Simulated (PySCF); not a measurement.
Bonding in methyl(trifluoromethyl) sulfide

Species: methyl(trifluoromethyl) sulfide, C₂H₃F₃S.
SMILES with atom numbers: `[CH3:1][S:2][C:3]([F:4])([F:5])[F:6]` (hydrogens: H7, H8, H9 on C1)

Structure used (GFN2-xTB), in Å, numbered top down from 1:
```xyz
9
C2H3F3S angstrom
C     -1.3117   -0.0286   -0.4084
S     -0.0083    1.2265   -0.2363
C      1.2572    0.1174    0.4577
F      1.5481   -0.8869   -0.3757
F      2.3801    0.7757    0.7071
F      0.8502   -0.4457    1.6001
H     -2.1693    0.4878   -0.8256
H     -0.9766   -0.8080   -1.0865
H     -1.5561   -0.4322    0.5698
```

Bond orders from the PBE0/pcSseg-1 density (PySCF). Isolated species at its GFN2-xTB geometry, gas phase.

Q: Where do the orders between heavy atoms depart from those drawn in the SMILES?

A: The largest departure is 0.031, at C3–F5 (drawn single, 1.031).

Q: Set the Mayer orders of the bonds between heavy atoms beside their lengths.

A: 
| bond | drawn as | length (Å) | Mayer order |
| --- | --- | --- | --- |
| C1–S2 | single | 1.818 | 0.979 |
| S2–C3 | single | 1.820 | 1.025 |
| C3–F4 | single | 1.337 | 0.995 |
| C3–F5 | single | 1.325 | 1.031 |
| C3–F6 | single | 1.337 | 0.994 |

By pair of heavy elements: C–S: lowest C1–S2 (0.979, 1.818 Å), highest S2–C3 (1.025, 1.820 Å). C–F: lowest C3–F6 and C3–F4 (0.994, 1.337 Å), highest C3–F5 (1.031, 1.325 Å). Bonds named together lie within 0.004.

Q: And the bonds to hydrogen?

A: C–H: 0.94 to 0.95 (3 bonds).

Q: Sum the orders of all bonds at each heavy atom with more than one neighbour and set the sums beside the valence in the SMILES.

A: C1 3.824 (drawn 4), S2 2.004 (drawn 2), C3 4.045 (drawn 4). Orders between atoms that aren't bonded are not in these sums.

The Mayer order sums products of elements of PS (density times overlap matrix) between the two atoms' basis functions, so it depends on the basis set.

The run behind these numbers computed NMR shieldings as well. The run took 8.8 s of wall time on x86-64 server, one thread, shared host.
